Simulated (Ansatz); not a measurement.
`Clc1ccccc1`: measurement beside calculation (Ansatz, PBE0-D4/def2-TZVP geometry).

Z-matrix (Å, degrees):
```
C
C 1 1.386
C 1 1.386 2 121.2
Cl 1 1.729 2 119.4 3 -180.0
C 2 1.386 1 119.1 3 -0.0
H 2 1.083 1 119.8 3 180.0
C 3 1.386 1 119.1 2 0.0
H 3 1.083 1 119.8 2 -180.0
C 5 1.387 2 120.5 1 0.0
H 5 1.084 2 119.4 1 -180.0
H 7 1.084 3 119.4 1 180.0
H 9 1.083 5 120.1 2 180.0
```

Measured: 9.08 eV (ionisation energy: first ionization energy, quoted experimental value). Source: Significance of Competitive Reactions in an Atmospheric Pressure Chemical Ionization Ion Source: Effect of Solvent, 2022 (pmc:9164235).

```tsv
level	vertical IE (eV)	minus measured (eV)
PBE-D4/def2-TZVPP	8.91	-0.17
r2SCAN-D4/def2-TZVPP	8.94	-0.14
PBE0-D4/def2-TZVPP	9.04	-0.04
B3LYP-D4/def2-TZVPP	9.04	-0.04
ωB97X-V/def2-TZVPP	9.12	0.04
ωB97M-V/def2-TZVPP	9.10	0.02
B2PLYP/def2-TZVPP	9.06	-0.02
−ε(HOMO), LDA (SPW92)	6.30	-2.78
−ε(HOMO), PBE	6.11	-2.97
−ε(HOMO), revPBE	6.04	-3.04
−ε(HOMO), BLYP	5.92	-3.16
−ε(HOMO), r2SCAN	6.31	-2.77
−ε(HOMO), B97M-V	6.29	-2.79
−ε(HOMO), PBE0	7.14	-1.94
−ε(HOMO), B3LYP	6.92	-2.16
−ε(HOMO), r2SCANh	6.69	-2.39
−ε(HOMO), r2SCAN0	7.28	-1.80
−ε(HOMO), HSE06	6.75	-2.33
−ε(HOMO), BHLYP	7.98	-1.10
−ε(HOMO), CAM-B3LYP	8.34	-0.74
−ε(HOMO), LC-ωPBE	9.64	0.56
−ε(HOMO), ωB97X-V	9.29	0.21
−ε(HOMO), ωB97M-V	9.19	0.11
```

Computed values are vertical and leave out zero-point energy and spin–orbit coupling, so an adiabatic measurement lies lower by the cation's relaxation.

B3LYP here is the variant with VWN-RPA as its local correlation; programs differ in this.
